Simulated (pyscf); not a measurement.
PySCF, gas phase, ωB97X-D3(BJ)/def2-SVP geometries.

### Question
How much does it cost (ΔH, 298 K, ωB97M-D3(BJ)/def2-TZVP) to split :HC–CH₂–CH₂–CH=O (SMILES [CH]CCC=O) [singlet] at its C–C bond into •HC=CH₂ + •H₂C–CH=O?

### Answer
C–C to •HC=CH₂ + •H₂C–CH=O: 17.9 kcal/mol. The 7 functionals that were run give +5.2 (r²SCAN) to +18.2 kcal/mol (ωB97X-D3(BJ)). The radicals are drawn with the spin at the cut bond; how far it spreads was not checked. :HC–CH₂–CH₂–CH=O [singlet] may be a fragile minimum: a first optimisation, from another start, lost the drawn bonds. :HC–CH₂–CH₂–CH=O [singlet] lies 83.4 kcal/mol over its isomer H₃C–CH=CH–CH=O, and others may lie lower still (electronic energy, ωB97M-D3(BJ)). •H₂C–CH=O lies 6.7 kcal/mol over its isomer H₃C–C•=O, and others may lie lower still (electronic energy, ωB97M-D3(BJ)). Other isomers of •HC=CH₂ were not searched in full and may lie lower. A restricted singlet here is unstable towards spin polarisation, as is usual where a triplet lies low; its energy is less safe.
